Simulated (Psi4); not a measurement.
**H3NO (hydroxylamine) at TDA-CAM-B3LYP/aug-cc-pVDZ (save jk yes, sweep point 5)**

Aim: the excited states of H3NO (hydroxylamine). 

The calculation is run with Psi4 1.11.

4 further runs of the same task are left out: 4 set aside as unsound or not needed.

## 1. Starting point

The species is H3NO (5 atoms), meant as a singlet with charge 0. SMILES: `NO`. Geometry: relaxed at GFN2-xTB. This is one conformer, not always the lowest.

Bond lengths: N1–O2 1.432 Å, N1–H3 1.020 Å, N1–H4 1.020 Å, O2–H5 0.966 Å. Angles: N1–O2–H5 105.0°, O2–N1–H3 105.6°, O2–N1–H4 105.6°, H3–N1–H4 107.4°.

## 2. The excited states at TDA-CAM-B3LYP/aug-cc-pVDZ (save jk yes, sweep point 5)

Input file job.py:

```python
import psi4

psi4.set_memory(1600000000)
psi4.set_num_threads(1)
psi4.set_output_file('psi4.out', False)

m = psi4.geometry("""
N     -0.33809090    -0.69247124    -0.59133310
O      0.70246789     1.27414784     0.94818898
H     -0.30570100    -2.27927427     0.50126875
H     -2.18582731    -0.21601459    -0.85910729
H      2.12715131     1.91359337     0.00100155
units au
symmetry c1
""")

psi4.set_options({
    'basis': 'aug-cc-pVDZ',
    'reference': 'rks',
    'puream': True,
    'scf_type': 'pk',
    'dft_radial_points': 99,
    'dft_spherical_points': 590,
    'd_convergence': 1e-06,
    'e_convergence': 1e-06,
    'save_jk': True,
})

from psi4.driver.procrouting.response.scf_response import tdscf_excitations
result, w = psi4.energy("cam-b3lyp", molecule=m, return_wfn=True)
states = tdscf_excitations(w, states=4, tda=True)
for k, s in enumerate(states, 1):
    print(f"root {k}: {s['EXCITATION ENERGY'] * 27.211386:.4f} eV  f = {s['OSCILLATOR STRENGTH (LEN)']:.4f}  {s['SYMMETRY']}")
print(f'total energy {result:.8f} hartree = {result * 27.211386:.5f} eV')
for k, v in sorted(psi4.core.scalar_variables().items()):
    print(f'{k:45s} {v:18.10f}')
```

Run with:

```console
$ python job.py
```

What values should one expect? Wanted: ground-state or mean-field energy; dipole moment; HOMO energy; LUMO energy; HOMO–LUMO gap; lowest excitation energy.

Answer, from the run:

At TDA-CAM-B3LYP/aug-cc-pVDZ (save jk yes, sweep point 5):

```
                                    quantity          value
           ground-state or mean-field energy  -131.69243 Eh
 dipole moment (CAM-B3LYP Kohn–Sham density)         0.59 D
  HOMO energy (CAM-B3LYP Kohn–Sham orbitals)       -9.02 eV
  LUMO energy (CAM-B3LYP Kohn–Sham orbitals)        0.30 eV
HOMO–LUMO gap (CAM-B3LYP Kohn–Sham orbitals)        9.31 eV
                    lowest excitation energy        6.11 eV
```

In words: The brightest of the 4 transitions from the ground state lies at 6.11 eV (203 nm, f = 0.019).
